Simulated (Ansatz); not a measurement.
Two shapes of doublet HNO(+).

Shape 1:

```xyz
3

N     0.1246    0.4439    0.3460
H     0.1407    1.2607   -0.2923
O    -0.1076   -0.5215   -0.2628
```

Shape 2:

```xyz
3

N    -0.2594   -0.1058    0.5034
H    -0.9809   -0.8532    0.2438
O     0.3496    0.1993   -0.4710
```

Basis set: def2-SVP (spherical functions). Frozen core: 2 orbitals. Charge 1, multiplicity 2.

Computed with Ansatz (development build ahead of 0.2.0); each method stands on the lowest determinant of its kind that the runs found.

Which shape is lower in energy, and by how much in each method?

| method | E(2) − E(1) (eV) |
| --- | --- |
| UHF | 0.124 |
| UHF-MP2 | 0.227 |
| PBE0 (unrestricted) | 0.101 |

Shape 1 is lower. Caution for UHF, UHF-MP2: the unrestricted determinant is spin contaminated. Caution for UHF-MP2: MP2 forces lie far from those of the mean fields.
